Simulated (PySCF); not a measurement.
trimethylamine cation (C₃H₉N), SMILES CN(C)C (connectivity only; charge and spin as stated), charge +1, multiplicity 2. Atoms are numbered in the order given.

```xyz
13

C     -0.4762     1.3628     0.0000
N      0.0000     0.0000     0.0000
C      1.4183    -0.2690     0.0000
C     -0.9421    -1.0938     0.0000
H     -1.1126     1.5248    -0.8894
H      0.3629     2.0680     0.0000
H     -1.1126     1.5248     0.8894
H      1.8769     0.2011    -0.8894
H      1.6095    -1.3483     0.0000
H      1.8769     0.2011     0.8894
H     -0.7643    -1.7260    -0.8894
H     -0.7643    -1.7260     0.8894
H     -1.9724    -0.7197     0.0000
```
Charge +1, spin multiplicity 2.

Geometry optimised at B3LYP-D3(BJ)/def2-SVP. The spin state was assumed, not searched.

Two levels are set side by side: PBE/pcH-1 (PySCF) and B3LYP/pcH-1 (PySCF). Contact hyperfine couplings, same geometry. Differences are taken from unrounded values.

```tsv
quantity	PBE
A(iso) of 13C, atom C1 (MHz)	-25.9
A(iso) of 14N, atom N2 (MHz)	32.8
A(iso) of 13C, atom C3 (MHz)	-25.9
A(iso) of 13C, atom C4 (MHz)	-25.9
A(iso) of 1H, atom H5 (MHz)	133.0
A(iso) of 1H, atom H6 (MHz)	-0.2
A(iso) of 1H, atom H7 (MHz)	133.0
A(iso) of 1H, atom H8 (MHz)	133.0
A(iso) of 1H, atom H9 (MHz)	-0.2
A(iso) of 1H, atom H10 (MHz)	133.0
A(iso) of 1H, atom H11 (MHz)	133.1
A(iso) of 1H, atom H12 (MHz)	133.1
A(iso) of 1H, atom H13 (MHz)	-0.2
```

### Question
These are the PBE values. What does B3LYP give? (An estimate is asked for; the answer gives what the named calculation found.)

### Answer

```tsv
quantity	B3LYP	PBE minus B3LYP
A(iso) of 13C, atom C1 (MHz)	-29.8	3.9
A(iso) of 14N, atom N2 (MHz)	44.4	-11.6
A(iso) of 13C, atom C3 (MHz)	-29.8	3.9
A(iso) of 13C, atom C4 (MHz)	-29.8	3.9
A(iso) of 1H, atom H5 (MHz)	132.8	0.3
A(iso) of 1H, atom H6 (MHz)	0.7	-1.0
A(iso) of 1H, atom H7 (MHz)	132.8	0.3
A(iso) of 1H, atom H8 (MHz)	132.8	0.3
A(iso) of 1H, atom H9 (MHz)	0.7	-1.0
A(iso) of 1H, atom H10 (MHz)	132.8	0.3
A(iso) of 1H, atom H11 (MHz)	132.8	0.3
A(iso) of 1H, atom H12 (MHz)	132.8	0.3
A(iso) of 1H, atom H13 (MHz)	0.7	-1.0
```

Rough cost on one machine, each run with all the roots and properties that it gave: B3LYP against PBE within a factor of 2.
